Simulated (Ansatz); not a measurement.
**Question.** Predict a relaxed structure of Al(PH3)H3 (AlPH6), charge 0, singlet, at PBE-D4/def2-TZVP (Ansatz).

**Answer.** 
```xyz
8

Al   -1.4232    0.1958   -0.2029
P     1.0434   -0.1431    0.1486
H     1.8821   -0.3842   -0.9724
H     1.4907   -1.2184    0.9622
H     1.8125    0.8894    0.7494
H    -1.7030   -1.2230   -0.9029
H    -1.2983    1.5028   -1.1290
H    -1.8042    0.3807    1.3470
```
Point group C3v (tolerance 0.1 Å). This is one stationary point.
